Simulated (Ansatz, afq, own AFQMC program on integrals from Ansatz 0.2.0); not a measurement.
## BO, doublet → BO⁺, triplet, worked out

```xyz
2

B     0.0000    0.0000    0.0000
O     0.0000    0.0000    1.2006
```

Both states at this geometry.

Basis cc-pVTZ. Noble-gas cores (and the filled d shells of Ga–Kr and In–Xe) are frozen. Ansatz 0.2.0 and our own AFQMC program on the same integrals; the CISD trial comes from CCSD amplitudes, and released means the phaseless constraint is let go. ± is one standard error of the sampling.

Total energies in eV. CBS is CCSD(T) at the limit of def2-TZVPP/QZVPP (extrapolated itself); the highest rung of each member is named.

Cautions: BO (doublet): the ph-AFQMC/CISD walk drifts between its halves (2.6 errors), its ph-AFQMC/CISD value lies 21 ± 4 meV above CCSDT(Q); BO⁺ (triplet): another spin lies lower, its ph-AFQMC/CISD value lies 22 ± 4 meV above CCSDT(Q); this isn't the first ionization.

```csv
member,count,CCSD(T)/cc-pVTZ,highest rung in cc-pVTZ,which,CCSD(T)/CBS
"BO⁺, triplet",+1,-2703.7334,-2703.7605,CCSDT(Q),-2704.8445
"BO, doublet",-1,-2717.5983,-2717.6421,CCSDT(Q),-2718.8534
```

Work out the best estimate of the vertical ionization energy: the CCSD(T)/CBS difference plus the step from CCSD(T) to the highest rung.

Sums with the counts: CCSD(T)/CBS 14.0089 eV, highest rung 13.8816 eV, CCSD(T)/cc-pVTZ 13.8649 eV. The step is 13.8816 − 13.8649 = 0.0167 eV, so the best estimate is 14.0089 + (0.0167) = 14.0256 eV = 323.4 kcal/mol. The basis set is worth 0.144 eV of it. Zero-point, core-correlation and spin–orbit terms aren't in it.

Best estimates are given only where the step beyond CCSD(T) is under 0.3 eV and no member's determinant is very poor (T1 over 0.05, or 0.07 for open shells, ⟨S²⟩ too high by 0.3, two states mixed), so the hardest cases are missing from such tables.

CCSDT and higher add their correlation energy to the determinant of the CCSD(T) run, since their own runs factorise the integrals more tightly (a shift of under 2 meV). Each member of a difference takes its own highest rung, so a best estimate needn't equal the limit plus the step of one row.
